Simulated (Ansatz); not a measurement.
This script for Ansatz's Python interface starts 5 runs on B2H4S, SMILES BSB. What input does the engine get in each?

Script `b2h4s.py`:
```python
# -*- coding: utf-8 -*-
import ansatz as az
import numpy as np

GEOMETRY = '''
B    -1.22230   -0.17350   -0.47210
S    -0.40390   -0.71850    1.07690
B     1.19560    0.06870    0.53790
H    -1.20770   -0.80200   -1.45030
H    -1.80790    0.91510   -0.51770
H     1.47620    1.19540    0.86050
H     2.03130   -0.55320   -0.08090
'''

system = az.Crystal.molecule()
for line in GEOMETRY.strip().splitlines():
    symbol, *xyz = line.split()
    system = system.atom(symbol, [float(v) for v in xyz])

model = (
    system.calculation()
    .basis(gaussian='def2-SVP')
    .functional('pbe0')
)
symbols = [site.symbol for site in system.cartesian_sites]
pairs = [(0, 1), (0, 3), (0, 4), (1, 2), (2, 5), (2, 6)]
print('held (A)   E (eV)        ', '  '.join(f'{symbols[i]}{i}-{symbols[j]}{j}' for i, j in pairs))
for length in [1.71, 1.86, 2.01, 2.23, 2.51]:
    report = model.relax(constraints=[az.DistanceConstraint((1, 2), at=length)], force_tolerance=0.02, max_steps=60).run(threads=1).report
    xyz = np.array(report['positions_ang'])
    print(f'{length:6.2f} {report["free_energy_ev"]:14.5f}  ', '  '.join(f'{np.linalg.norm(xyz[i] - xyz[j]):.3f}' for i, j in pairs))
```

Run 1:
```yaml
crystal:
  periodic: [false, false, false]
  atoms:
    - { symbol: B, position_ang: [-1.2223, -0.1735, -0.4721] }
    - { symbol: S, position_ang: [-0.4039, -0.7185, 1.0769] }
    - { symbol: B, position_ang: [1.1956, 0.0687, 0.5379] }
    - { symbol: H, position_ang: [-1.2077, -0.802, -1.4503] }
    - { symbol: H, position_ang: [-1.8079, 0.9151, -0.5177] }
    - { symbol: H, position_ang: [1.4762, 1.1954, 0.8605] }
    - { symbol: H, position_ang: [2.0313, -0.5532, -0.0809] }
basis:
  gaussian:
    orbitals: def2-SVP
hamiltonian:
  xc: pbe0
relax:
  f_tol: 0.02
  max_steps: 60
  constraints:
    - { distance: [1, 2], at: 1.71 }
```

Run 2, against run 1:
```diff
-    - { distance: [1, 2], at: 1.71 }
+    - { distance: [1, 2], at: 1.86 }
```

Run 3, against run 1:
```diff
-    - { distance: [1, 2], at: 1.71 }
+    - { distance: [1, 2], at: 2.01 }
```

Run 4, against run 1:
```diff
-    - { distance: [1, 2], at: 1.71 }
+    - { distance: [1, 2], at: 2.23 }
```

Run 5, against run 1:
```diff
-    - { distance: [1, 2], at: 1.71 }
+    - { distance: [1, 2], at: 2.51 }
```

```console
$ python b2h4s.py
held (A)   E (eV)         B0-S1  B0-H3  B0-H4  S1-B2  B2-H5  B2-H6
DeckWarning: relax.constraints: the input's atoms, or those drawn, lie off the distances that are held; a relaxation that starts there is brought onto them ahead of its first SCF, by positions alone, an atom by 7.62e-2 Å at the most. With the symmetry [...]
  1.71   -12242.83316   1.810  1.203  1.204  1.710  1.206  1.205
  1.86   -12242.90576   1.800  1.203  1.205  1.860  1.204  1.203
  2.01   -12242.61257   1.790  1.205  1.206  2.010  1.201  1.201
  2.23   -12241.91858   1.778  1.206  1.207  2.230  1.198  1.199
  2.51   -12240.95955   1.767  1.208  1.209  2.510  1.197  1.197
```
(Warnings from the package without file and line, shortened, repeats left out.)

Reading the output:
- Total energies depend on the basis set; only differences at equal settings carry meaning.
- The energies are electronic: no zero-point or thermal terms, and the basis set is short of its limit.
- Timing: 2.1 min on 1 thread of Arm Neoverse V1 (shared host), peak memory 0.17 GiB.
